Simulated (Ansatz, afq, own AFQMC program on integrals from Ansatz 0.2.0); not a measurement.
BHO, singlet in cc-pVTZ, levels against CCSDT(Q)

```xyz
3

B     0.0000    0.0000    0.0084
O     0.0000    0.0000   -1.1895
H     0.0000    0.0000    1.1811
```

Connectivity, by distances: BH–O.

Basis cc-pVTZ. Only valence electrons are correlated. Ansatz 0.2.0 and our own AFQMC program on the same integrals; the CISD trial comes from CCSD amplitudes, and released means the phaseless constraint is let go. Free AFQMC starts from the CCSD state and is never constrained. Its projection time is finite, and what remains of the start isn't in its error. Error bars are statistical, one sigma.

Determinant: RHF, the one that the program's search chose, which needn't be the lowest solution. The geometry is a PBE0/def2-TZVP stationary point of this or a neighbouring charge and spin state.

No full CI on the walks' own integrals is used here; CCSDT(Q) serves as the reference and is uncertain by about the last step of the cluster series.

The T1 diagnostic is 0.0198, the weight of the determinant in the CISD state is 0.899 and the size of the correlated space is 10 electrons in 72 orbitals.

```tsv
level	correlation energy (eV)
MP2	-8.9936
CCSD	-9.0861
CCSD(T)	-9.4819
```

(1) Estimate where free-projection AFQMC lies against CCSD(T) on the same integrals.

(1) 27.0 ± 7.6 meV below CCSD(T).

Reference: CCSDT(Q), correlation energy -9.513 eV. The released energy is read at 1.50 1/Eh (meV from the phaseless value at times in 1/Eh: -6 ± 4 at 0.24, -3 ± 4 at 0.50, 3 ± 5 at 1.00, -2 ± 5 at 1.50).

```tsv
level	E − E(reference) (meV)	share of correlation (%)
CCSD(T)	31.1	99.67
CCSDT	25.8	99.73
ph-AFQMC/HF	-157.6 ± 25.7	101.66
ph-AFQMC/CISD	6.9 ± 5.0	99.93
released AFQMC	4.5 ± 5.5	99.95
free AFQMC	4.1 ± 7.6	99.96
```

Free projections are given only where their last times agree within the noise and don't stop above the reference; a slow remainder of the start can still hide under it. A walk keeps the symmetry of its determinant, which the program's search chose and which needn't be the lowest solution, so a lower state of the same spin and another symmetry isn't excluded. Released energies are given only where the last usable release times agree within the noise; a slower fall can still hide under it.
